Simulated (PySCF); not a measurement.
Ligands exchanged one at a time, Al Cl-SiH3. All species are isolated molecules in the gas phase. Strings in code marks are SMILES.

Computed with PySCF 2.14.0 with PBE-D3(BJ)/def2-TZVP. All candidates: neutral, multiplicity 1. Excitations are Tamm–Dancoff values on a coarser integration grid. The basis has no diffuse functions, so Rydberg states are missing or too high.

| Quantity | Result |
|---|---|
| dipole moment | 0.00 D |
| S1 excitation (TDA) | 3.16 eV |
| LUMO | -3.37 eV |

### Question
Say which member has these values.
A. `[SiH3][Al]([Cl])[Cl]`
B. `[Cl][Al]([Cl])[Cl]`
C. `[SiH3][Al]([SiH3])[Cl]`
D. `[SiH3][Al]([SiH3])[SiH3]`

### Answer
D, `[SiH3][Al]([SiH3])[SiH3]`. The others give `[SiH3][Al]([SiH3])[Cl]`: 1.12 D, 3.50 eV, -3.03 eV; `[SiH3][Al]([Cl])[Cl]`: 1.46 D, 4.95 eV, -2.63 eV; `[Cl][Al]([Cl])[Cl]`: 0.00 D, 5.84 eV, -2.23 eV
